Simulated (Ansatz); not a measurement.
Isolated molecules relaxed with PBE0-D4/def2-TZVP in Ansatz; ΔE leaves out vibrations. CBS: MP2 limit from def2 TZ/QZ plus the TZ coupled-cluster correction, frozen cores. This one scheme is used for every species, atoms too. Functionals use def2-TZVPP. B3LYP here is the variant with VWN-RPA as its local correlation; programs differ in this. Open shells (•) are unrestricted, without spin–orbit coupling. Spin–orbit coupling would lower the free atoms: a little for C, O.

`[CH2]O`• → C• + 3 H• + O•  (atomization)

CCSD(T)/CBS gives +409.8 kcal/mol.

Problem. Another level gave +413.3 kcal/mol. Which?
A. B3LYP/def2-TZVPP
B. PBE/def2-TZVPP
C. r2SCAN/def2-TZVPP
D. B3LYP-D4/def2-TZVPP

Solution. C. r2SCAN 413.3, B3LYP 410.4, PBE 421.2, B3LYP-D4 411.6 kcal/mol.

Problem. What do rigid-rotor, harmonic-oscillator terms from PBE0-D4/def2-TZVP frequencies (298.15 K, 1 bar) make of the CCSD(T)/CBS value? (Best estimate.)

Solution. Computed: ΔZPE = -23.5 kcal/mol, ΔH = +391.0 kcal/mol, ΔS = 423 J/(mol·K), ΔG = +360.9 kcal/mol. Open shells count their whole term as degenerate.

Largest T1 diagnostic among the species: 0.016.

Leaving LDA and LC-ωPBE aside and taking each functional with its dispersion term where it has one, the values, not all of them listed here, spread over 26.8 kcal/mol, from BHLYP-D4 to PBE-D4. LDA lies +55.6 kcal/mol from PBE without D4, its usual overbinding. At CCSD(T), def2-SVP lies −23.8 kcal/mol from the extrapolated value and def2-TZVPP −11.2 kcal/mol: correlation converges slowly with the basis, and small sets miss more of it in the bonded molecule than in its fragments.

For atomizations the MP2-based limit and the directly extrapolated one differ by several kJ/mol either way, and by 10 to 25 for some Ge, Se and Sn compounds, so smaller differences from it don't rank the levels.
